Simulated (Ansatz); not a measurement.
The reference is GaN in the wurtzite structure (space group P6_3mc, No. 186).

```yaml
crystal:
  lattice:
    - [3.21838, 0.00000, 0.00000]
    - [-1.60919, 2.78720, 0.00000]
    - [0.00000, 0.00000, 5.24320]
  atoms:
    - { symbol: Ga, position: [0.66667, 0.33333, 0.00096] }
    - { symbol: Ga, position: [0.33333, 0.66667, 0.50096] }
    - { symbol: N, position: [0.66667, 0.33333, 0.62424] }
    - { symbol: N, position: [0.33333, 0.66667, 0.12424] }
```

Computed with PBE (Ansatz, a program for electronic structure), without spin-orbit coupling.

The change: full substitution Ga → B; the structure is relaxed again.

Measured lattice parameter a: GaN 3.189 Å (room temperature; as listed in M J Lucero, T M Henderson, G E Scuseria, Journal of Physics Condensed Matter (2012)); BN 2.55 Å (temperature not stated; as listed in K. Doll, J. C. Schön, M. Jansen, Physical Review B (2008)).

**Question.** How well does PBE reproduce the measured shift?

**Answer.** With PBE the lattice parameter a moves by -0.664 Å (3.218 → 2.555) against -0.639 Å measured.

Stability against distortions was not tested.
